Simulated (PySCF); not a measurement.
**How the method changes the constants of LiP**

State: ³Σ⁻ (triplet), unpaired electrons π ↑↑. Set-up: PySCF, spin-free X2C with a Gaussian nucleus, basis sets Li x2c-TZVPPall, P x2c-TZVPPall. De refers to Li + P in their high-spin ground configurations, without counterpoise correction. The functionals are run spin-unrestricted. A positive dipole means Li(−)P(+).

```csv
Level,Re (Å),ωe (cm⁻¹),De (eV),μ (D)
UHF,2.342,499,0.71,-7.29
UHF-MP2,2.336,492,1.40,n/a
UHF-SCS-MP2,2.338,489,1.47,n/a
UHF-CCSD,2.332,493,1.50,n/a
UHF-CCSD(T),2.334,489,1.55,n/a
PBE,2.335,479,1.81,-6.24
PW91,2.334,478,1.86,-6.21
r²SCAN,2.336,487,1.78,-6.78
M06-L,2.324,493,1.99,-7.02
TPSSh,2.330,490,1.84,-6.66
PBE0,2.320,497,1.74,-6.66
HSE06,2.322,494,1.75,-6.64
MN15,2.322,487,1.94,-6.54
```

(1) Which functional lies closest to UHF-CCSD(T) in De, which farthest, and by how much do they differ from it?

(2) What does a quarter of exact exchange do here, going from PBE to PBE0?

(3) What does the triples do here, going from UHF-CCSD to UHF-CCSD(T)?

Correlated steps freeze 5 core orbitals. The state was picked by a PBE0 search and need not be the measured ground state.

Answers

(1) Closest is PBE0 (-1.4 pm in Re, +1.6 % in ωe, +0.19 eV in De against UHF-CCSD(T) in the same basis), farthest M06-L (-1.0 pm in Re, +0.8 % in ωe, +0.44 eV in De). CCSD(T) converges more slowly with the basis than the functionals do and binds too weakly in this one, so the order can change at the basis-set limit.

(2) PBE0 less PBE: -1.5 pm in Re, +3.8 % in ωe, -0.07 eV in De. Exact exchange removes part of the self-interaction that spreads semilocal densities, and in most molecules shortens and stiffens the bond and lowers De; so it does here.

(3) UHF-CCSD(T) less UHF-CCSD: +0.2 pm in Re, -0.8 % in ωe, +0.05 eV in De. Correlation nearly always deepens the well. The bond lengthens, as in strong covalent bonds, where excitations into antibonding orbitals dominate.
